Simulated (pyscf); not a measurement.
Hydrogen abstraction: Cl–SiH(Cl)–Cl + H• -> Cl–Si•(Cl)–Cl + H₂

Gas phase, doublet surface, charge 0. Bonds broken: Si2–H5. Bonds formed: H5–H6. Optimised with ωB97X-D3(BJ)/def2-SVP in PySCF.

Transition state (Å):

```xyz
6

Cl    -0.2965    -0.2410     1.9714
Si    -1.1483    -0.3369     0.1187
Cl    -0.8522    -2.1980    -0.6662
Cl    -3.1521     0.0197     0.2761
H     -0.4950     0.7360    -0.8157
H      0.0063     1.5586    -1.5338
```

One imaginary mode, 1062i cm⁻¹; descent along it reached the two sides named.

| bond | change | reactant side (Å) | saddle | product side |
|---|---|---|---|---|
| Si2–H5 | breaks | 1.472 | 1.566 | 3.2 |
| H5–H6 | forms | 3.3 | 1.202 | 0.761 |

Electronic energies relative to the separated reactants (eV):

| level | barrier | reaction energy | reverse barrier |
|---|---|---|---|
| ωB97X-D3(BJ)/def2-TZVP | 0.22 | -0.51 | 0.73 |
| PBE/def2-TZVP | -0.01 | -0.69 | 0.68 |
| r²SCAN/def2-TZVP | -0.04 | -0.71 | 0.66 |
| B3LYP-D3(BJ)/def2-TZVP | 0.00 | -0.71 | 0.71 |
| PBE0-D3(BJ)/def2-TZVP | 0.08 | -0.56 | 0.64 |
| M06-2X/def2-TZVP | 0.25 | -0.63 | 0.89 |
| ωB97M-D3(BJ)/def2-TZVP | 0.21 | -0.49 | 0.70 |
| HF/def2-TZVP | 0.60 | -0.24 | 0.84 |

With ωB97M-D3(BJ)/def2-TZVP energies and thermal terms (ideal gas, 1 atm, RRHO with modes under 100 cm⁻¹ raised to 100, one conformer, R ln 2 for chiral ones without a mode under 150 cm⁻¹), in eV:

| T (K) | ΔH‡ | ΔG‡ | ΔH | ΔG |
|---|---|---|---|---|
| 298 | 0.15 | 0.42 | -0.45 | -0.51 |
| 600 | 0.14 | 0.69 | -0.45 | -0.58 |
| 900 | 0.13 | 0.97 | -0.47 | -0.65 |
| 1200 | 0.13 | 1.25 | -0.50 | -0.70 |

At PBE, r²SCAN this geometry lies under the reactants; that is no barrier but a single point on another level's saddle; such a level's own saddle, if it has one, lies nearer that side and is low. This is the saddle that the search found; another between the same sides may lie lower. The angle at the transferred H is 180°.
